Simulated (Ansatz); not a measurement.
We consider bcc W, described by LDA (Ansatz, a program for electronic structure, PAW).

Settings: plane-wave cutoff 500 eV, 12×20×1 k mesh (along the axes of the cell as run), Fermi–Dirac smearing 0.1 eV, scalar-relativistic PAW data made under PBE.

Problem. Estimate the surface energy of the (211) face and work function of the (211) face that the calculation returns.

Solution. 
* **surface energy of the (211) face**: 3.85 J/m²
* **work function of the (211) face**: 4.60 eV

The slab of 12 atoms is relaxed and unreconstructed.

Spin–orbit coupling is not included.

The result took roughly 30 core-minutes.
